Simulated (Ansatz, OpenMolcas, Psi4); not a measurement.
**CH8Si2 (SMILES [SiH3]C[SiH3]): the HOMO–LUMO gap, rung by rung**

CH8Si2: 11 atoms, total charge 0, spin state singlet. As SMILES, `[SiH3]C[SiH3]`. Geometry: relaxed at PBE0-D4/def2-TZVP.

| atom | x (Å) | y (Å) | z (Å) |
| --- | --- | --- | --- |
| Si | -1.1590 | 1.0347 | -0.3447 |
| C | -0.2863 | -0.6214 | -0.3656 |
| Si | 1.3352 | -0.6523 | 0.5696 |
| H | -2.4358 | 0.9768 | -1.1065 |
| H | -0.2935 | 2.0789 | -0.9556 |
| H | -1.4638 | 1.4368 | 1.0546 |
| H | -0.9541 | -1.3776 | 0.0607 |
| H | -0.0994 | -0.9088 | -1.4058 |
| H | 1.1106 | -0.3044 | 1.9983 |
| H | 2.2821 | 0.3367 | -0.0116 |
| H | 1.9641 | -1.9994 | 0.5065 |

Quantity: the HOMO–LUMO gap, in eV. The values are calculated.

```
             level                    kind     program  value (eV)  CPU time
       HF/def2-SVP            Hartree–Fock  OpenMolcas       15.73      10 s
    SVWN5/def2-SVP                     LDA  OpenMolcas        7.22      34 s
      PBE/def2-SVP                     GGA  OpenMolcas        7.41      45 s
    M06-L/def2-SVP                meta-GGA  OpenMolcas        8.30      51 s
   r2SCAN/def2-SVP                meta-GGA      Ansatz        8.10     3.6 s
    TPSSh/def2-SVP         hybrid meta-GGA        Psi4        8.66   2.5 min
CAM-B3LYP/def2-SVP  range-separated hybrid      Ansatz       11.88     2.9 s
  wB97M-V/def2-SVP  range-separated hybrid      Ansatz       13.46      21 s
```

The values span 7.22 to 15.73 eV. Orbital gaps aren't excitation energies; they tend to grow with the share of exact exchange. CPU times are rough (shared hosts, several kinds of processor): they show what a rung costs within a factor of a few.
